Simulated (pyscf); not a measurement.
Optimised with ωB97X-D3(BJ)/def2-SVP in PySCF.

**Question.** PBE/def2-TZVP puts the barrier of HO–WH(F)(F)(F)–F → O=W(F)(F)(F)–F + hydrogen (H₂) (elimination; singlet surface; H–O, H–W broken, H–H formed) at 75.1 kJ/mol and the reaction energy at -100.3 kJ/mol, from the reactant's lowest minimum found. What do PBE0-D3(BJ)/def2-TZVP, M06-2X/def2-TZVP, ωB97M-D3(BJ)/def2-TZVP give on the same structures?

**Answer.** PBE0-D3(BJ): ΔE‡ = 93.2 kJ/mol, ΔE = -89.2 kJ/mol; M06-2X: ΔE‡ = 114.1 kJ/mol, ΔE = -95.3 kJ/mol; ωB97M-D3(BJ): ΔE‡ = 105.6 kJ/mol, ΔE = -94.0 kJ/mol. PBE's barrier lies under all of them, by 18.1 to 39.0 kJ/mol. Its reaction energy lies under all of them, by 5.0 to 11.1 kJ/mol. At the saddle there is also a short H–W contact that neither side keeps. One saddle was located; it need not be the lowest between these sides. Elements past Kr carry the def2 core potentials, without spin-orbit coupling.
